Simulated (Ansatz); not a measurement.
Cost and result for the atomization energy of C5H10O2 (`CC(C)(C)C(=O)O`) (17 atoms, 16 bonds).

Cartesian coordinates in Å:
```
C -0.608 -0.759 1.176
C 0.114 -0.061 0.021
C 1.613 -0.026 0.280
C -0.180 -0.793 -1.292
C -0.402 1.362 -0.088
O 0.258 2.360 0.015
O -1.728 1.410 -0.319
H -0.233 -1.781 1.273
H -0.428 -0.244 2.123
H -1.684 -0.802 1.006
H 2.142 0.480 -0.529
H 1.994 -1.046 0.360
H 1.841 0.504 1.206
H 0.201 -1.815 -1.230
H -1.251 -0.836 -1.492
H 0.310 -0.301 -2.136
H -1.960 2.347 -0.372
```

Charge 0, multiplicity 1. The geometry is a stationary point of PBE0-D4/def2-TZVP. It is one conformer, not always the lowest. Program: Ansatz. All runs use 2 threads of an AMD EPYC 7R13 on a shared host and a share of an NVIDIA H100 80 GB. Times are those of one run each, without the atoms' runs, and a repeat can differ threefold. Electronic energies, without spin–orbit coupling; frozen cores. CCSD(T)/CBS adds CCSD(T) − MP2 in def2-TZVPP to the MP2 limit, and its time is that of the two runs behind it. T1 = 0.013.

CCSD(T)/CBS is a level of theory with its own doubt, some kJ/mol a heavy atom from the limit and from the frozen cores, so smaller differences don't rank the functionals.

```csv
level,functions,wall time
BHLYP-D4/def2-TZVPP,357,9 s
revPBE-D4/def2-TZVPP,357,9.5 s
BLYP-D4/def2-TZVPP,357,9.5 s
r2SCAN-D4/def2-TZVPP (with forces),357,9.5 s
B97M-V/def2-TZVPP,357,11 s
CAM-B3LYP-D4/def2-TZVPP,357,11 s
MP2/def2-QZVPP,699,11 s
CCSD(T)/def2-SVP,148,11 s
B2PLYP/def2-TZVPP,357,13 s
ωB97X-V/def2-TZVPP,357,13 s
PBE-QIDH/def2-TZVPP,357,14 s
CCSD(T)/def2-TZVPP,357,15 s
CCSD(T)/CBS(def2),–,26 s
```

(1) What atomization energy does each give, and how far from CCSD(T)/CBS? (Estimate.)

Answers

(1) Ansatz gave: 
```
                             level  atomization (kJ/mol)  difference from CCSD(T)/CBS  per bond
               BHLYP-D4/def2-TZVPP                6837.5                       -225.4     -14.1
              revPBE-D4/def2-TZVPP                7069.4                          6.5       0.4
                BLYP-D4/def2-TZVPP                7054.4                         -8.5      -0.5
r2SCAN-D4/def2-TZVPP (with forces)                7090.0                         27.1       1.7
                 B97M-V/def2-TZVPP                7070.6                          7.7       0.5
           CAM-B3LYP-D4/def2-TZVPP                7094.5                         31.6       2.0
                    MP2/def2-QZVPP                7127.6                         64.7       4.0
                  CCSD(T)/def2-SVP                6790.0                       -272.9     -17.1
                 B2PLYP/def2-TZVPP                6993.5                        -69.4      -4.3
                ωB97X-V/def2-TZVPP                7074.2                         11.3       0.7
               PBE-QIDH/def2-TZVPP                7045.5                        -17.4      -1.1
                CCSD(T)/def2-TZVPP                6901.2                       -161.7     -10.1
                 CCSD(T)/CBS(def2)                7062.9                          0.0       0.0
```

Leaving LDA and LC-ωPBE aside and taking each functional with its dispersion term where it has one, the values, not all of them listed here, spread over 406.8 kJ/mol, from BHLYP-D4 to PBE-D4. LDA lies +927.2 kJ/mol from PBE without D4, its usual overbinding. From BLYP to BHLYP (50 % exact exchange), in def2-TZVPP and without D4, the atomization energy moves by −175.3 kJ/mol: exact exchange takes away binding that semilocal exchange gives to molecules. In def2-TZVPP, CCSD(T) changes the Hartree–Fock value by +1741.1 kJ/mol (the triples alone add +107.6 kJ/mol) and MP2 by +1872.8 kJ/mol; breaking electron pairs costs correlation energy, which Hartree–Fock lacks.
